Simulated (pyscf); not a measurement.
[HN=Si–Cl]• + hydrogen (H₂) -> HN=SiH–Cl + H atom (H•), a hydrogen abstraction (doublet surface; H–H broken, H–Si formed). Structures and frequencies: ωB97X-D3(BJ)/def2-SVP in PySCF. Energies in eV from the separated reactants.

Small-basis levels: PySCF, no dispersion term, spherical d functions. AM1 to PM7: differences of heats of formation from MOPAC, which are fitted to 298 K values and so differ in kind from electronic energies by zero-point and thermal terms. GFN2-xTB: tblite. Open shells are spin-unrestricted. 

```tsv
level	barrier	reaction energy
HF/6-31G*	1.25	+0.70
B3LYP/LANL2DZ	1.63	+1.49
B3LYP/6-31G*	1.33	+1.19
M06-2X/6-31G*	1.30	+0.98
B3LYP/6-311+G**	1.31	+1.20
GFN2-xTB	-0.26	-0.35
PM3	1.77	+2.31
ωB97M-D3(BJ)/def2-TZVP	1.19	+0.92
```

Against the last row the barrier runs from -1.46 (GFN2-xTB) to +0.58 eV (PM3). At GFN2-xTB, PM3 this geometry lies under one side, so the entry may be no barrier of that level: it is a single point on another level's saddle. ωB97M-D3(BJ)/def2-TZVP has limits of its own. HN=SiH–Cl lies 1.14 eV over its isomer H₂N–Si:–Cl [singlet] (electronic energy, ωB97M-D3(BJ)/def2-TZVP). This is the saddle that the search found; another between the same sides may lie lower. The angle at the transferred H is 173°.
